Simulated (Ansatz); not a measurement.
# AlNH2Cl (SMILES [NH2][Al][Cl]) at UB3LYP/6-31G(d) (spherical functions)

Aim: the vertical electron affinity of AlNH2Cl at UB3LYP/6-31G* (spherical functions), from 2 runs. 

Program for the calculation: Ansatz 0.2.0.

71 further runs of the same task are left out: 71 set aside as unsound or not needed.

## 1. The molecule

AlNH2Cl: 5 atoms, total charge 0, spin state doublet. As SMILES, `[NH2][Al][Cl]`. The coordinates come from a PBE0-D4/def2-TZVP relaxation. This is one conformer, not always the lowest.

Bond lengths: N1–Al2 1.765 Å, Al2–Cl3 2.116 Å, N1–H4 1.007 Å, N1–H5 1.009 Å. Angles: N1–Al2–Cl3 116.7°, Al2–N1–H4 124.9°, Al2–N1–H5 124.1°, H4–N1–H5 111.0°.

## 2. The energy at UB3LYP/6-31G(d) (spherical functions)

Input file job.yaml:

```yaml
crystal:
  periodic: [false, false, false]
  atoms:
    - {symbol: "N", position_ang: [-0.549400, 0.461700, -0.232000]}
    - {symbol: Al, position_ang: [0.402600, -0.291600, 1.049100]}
    - {symbol: Cl, position_ang: [1.907000, -1.649700, 0.440800]}
    - {symbol: H, position_ang: [-1.293600, 1.123300, -0.083500]}
    - {symbol: H, position_ang: [-0.416600, 0.282700, -1.215900]}
basis:
  gaussian: {orbitals: 6-31G_st_-spherical.json}
magnetization: {spin_polarized: true, initial_magnetization: 1}
hamiltonian: {xc: {name: B3LYP}}
accuracy: high
output: {orbitals: {seedname: orbitals}}
```

The basis set 6-31G* is read from a file made from the Basis Set Exchange's data (not shown).

Started as:

```
ansatz run job.yaml --threads 1 --pin off --max-ram 3480MiB --events-out events.jsonl --progress --plain --runs-dir runs
```

What it wrote:

```text
Warning: RAYON_NUM_THREADS=1 ignored (pool sized by the plan → 1); use --threads N
Functional definition: B3LYP
  name "B3LYP"
  parameter a0 = 0.2
  parameter ax = 0.72
  parameter ac = 0.81
  exchange = (1 - a0 - ax)*slater_x + ax*b88_x + a0*exact_x
  correlation = (1 - ac)*vwn_rpa_c + ac*lyp_c
1105 factors; integrals over basis functions are off by at most 6.7e-9 eV
mean field evaluation 1: about -20635.9244 eV, gradient 4.3e1 eV
mean field evaluation 2: about -20602.1158 eV, gradient 7.7e1 eV
mean field evaluation 4: about -20643.4205 eV, gradient 5.2e0 eV
mean field evaluation 8: about -20643.6762 eV, gradient 1.4e-1 eV
mean field evaluation 16: about -20643.6764 eV, gradient 5.8e-5 eV
mean field -20643.67638221 eV, -758.6411142598 hartree, gradient 6.6e-8 eV, S^2 0.751576; 0 other end points of the search recorded, 0 dependent functions left out
reference -20643.67641617 eV, -758.6411155080 hartree; 20, 19 occupied and 34, 35 virtual orbitals, 1105 factors
Total energy: -20643.67641617 eV, -758.6411155080 hartree
```

It took 10 s on 1 thread of Arm Neoverse N1, shared host; peak memory 0.21 GiB.

## 3. The singlet anion at the same level

Input file run.yaml:

```yaml
crystal:
  periodic: [false, false, false]
  atoms:
    - symbol: "N"
      position_ang: [-0.549400, 0.461700, -0.232000]
    - symbol: Al
      position_ang: [0.402600, -0.291600, 1.049100]
    - symbol: Cl
      position_ang: [1.907000, -1.649700, 0.440800]
    - symbol: H
      position_ang: [-1.293600, 1.123300, -0.083500]
    - symbol: H
      position_ang: [-0.416600, 0.282700, -1.215900]
basis:
  gaussian:
    orbitals: 6-31G_st_-spherical.json
total_charge: -1
hamiltonian:
  xc: {name: B3LYP}
accuracy: high
output:
  orbitals: {seedname: orbitals}
```

The basis set 6-31G* is read from a file made from the Basis Set Exchange's data (not shown).

Started as:

```
ansatz run run.yaml --threads 1 --pin off --max-ram 3480MiB --events-out events.jsonl --progress --plain --runs-dir runs
```

What it wrote (excerpt; [...] marks lines left out):

```text
Warning: RAYON_NUM_THREADS=1 ignored (pool sized by the plan → 1); use --threads N
[... 7 set-up lines as earlier in the session ...]
1107 factors; integrals over basis functions are off by at most 6.7e-9 eV
mean field evaluation 1: about -20642.1566 eV, gradient 3.3e1 eV
mean field evaluation 2: about -20636.5361 eV, gradient 5.8e1 eV
mean field evaluation 4: about -20644.4666 eV, gradient 1.2e0 eV
mean field evaluation 8: about -20644.5529 eV, gradient 2.6e-2 eV
mean field evaluation 16: about -20644.5529 eV, gradient 1.1e-6 eV
mean field -20644.55291354 eV, -758.6733261919 hartree, gradient 9.3e-8 eV, S^2 0.000000; 0 other end points of the search recorded, 0 dependent functions left out
reference -20644.55294622 eV, -758.6733273929 hartree; 20, 20 occupied and 34, 34 virtual orbitals, 1107 factors
Total energy: -20644.55294622 eV, -758.6733273929 hartree
```

It took 6.9 s on 1 thread of Arm Neoverse N1, shared host; peak memory 0.15 GiB.

## 4. What came out

Level: UB3LYP/6-31G* (spherical functions).

| quantity | value |
| --- | --- |
| doublet AlNH2Cl: total energy | -758.64112 Eh |
| doublet AlNH2Cl: HOMO energy (highest over α and β) | -5.83 eV |
| doublet AlNH2Cl: LUMO energy (lowest over α and β) | -2.94 eV |
| doublet AlNH2Cl: ⟨S²⟩ | 0.752 |
| singlet anion: total energy | -758.67333 Eh |
| singlet anion: HOMO energy | 1.29 eV |
| singlet anion: LUMO energy | 4.91 eV |
| singlet anion: HOMO–LUMO gap (to an unbound level, set by the basis) | 3.62 eV |
| vertical electron affinity (to the singlet anion) | 0.877 eV |

**Reading.** At fixed nuclei the extra electron is bound by 0.88 eV (20.2 kcal/mol). The basis has no diffuse functions, so the error can be as large as this value. The HOMO (singlet anion) lies at positive energy, 1.29 eV; only total energies tell whether the electron is bound.
